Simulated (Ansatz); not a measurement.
Conformers of `COCC=O`, each relaxed with PBE0-D4/def2-TZVP in Ansatz. CBS adds the triple-zeta coupled-cluster correction to the MP2 limit.

Not all of them had a frequency check.

Conformer A:

```xyz
11

C    -1.384    0.465    0.445
O    -0.167    0.127    1.064
C     0.917    0.207    0.188
C     0.987   -0.964   -0.767
O     1.650   -0.975   -1.765
H    -1.368    1.499    0.079
H    -1.616   -0.198   -0.400
H    -2.169    0.364    1.195
H     0.931    1.144   -0.386
H     1.830    0.178    0.795
H     0.390   -1.847   -0.448
```

Conformer B:

Cartesian coordinates in Å:
```
C 0.210 1.527 0.153
O -0.517 0.516 0.814
C -0.059 -0.763 0.551
C -0.373 -1.312 -0.817
O -0.943 -0.723 -1.690
H -0.195 2.480 0.492
H 1.275 1.479 0.418
H 0.103 1.459 -0.933
H 1.034 -0.858 0.692
H -0.517 -1.444 1.280
H -0.020 -2.360 -0.960
```

Conformer C:

Z-matrix (Å, degrees):
```
C
O 1 1.402
H 1 1.098 2 111.4
H 1 1.090 2 107.5 3 -119.4
H 1 1.098 2 111.4 3 121.3
C 2 1.395 1 112.7 3 -60.6
C 6 1.506 2 108.8 1 180.0
H 6 1.102 2 112.0 1 -60.2
H 6 1.102 2 112.0 1 60.1
O 7 1.198 6 123.3 2 179.9
H 7 1.111 6 114.4 2 -0.1
```

Which is lowest in electronic energy at CCSD(T)/CBS (frozen core, def2 sets), and by how much? (Best estimate.)

Ansatz gave: C; A lies 2.3 kJ/mol higher, B lies 2.9 kJ/mol higher.

Give the energies relative to C (kJ/mol) with PBE-D4/def2-TZVPP, r2SCAN-D4/def2-TZVPP, PBE/def2-TZVPP, r2SCAN/def2-TZVPP, PBE0/def2-TZVPP, CCSD/def2-TZVPP, HF/CBS(def2). (An estimate is asked.)

Ansatz gave: 
```csv
level,A,B
PBE-D4/def2-TZVPP,1.7,0.0
r2SCAN-D4/def2-TZVPP,1.9,0.4
PBE/def2-TZVPP,2.5,1.4
r2SCAN/def2-TZVPP,2.1,0.7
PBE0/def2-TZVPP,3.1,2.7
CCSD/def2-TZVPP,2.4,3.2
HF/CBS(def2),5.7,7.5
```
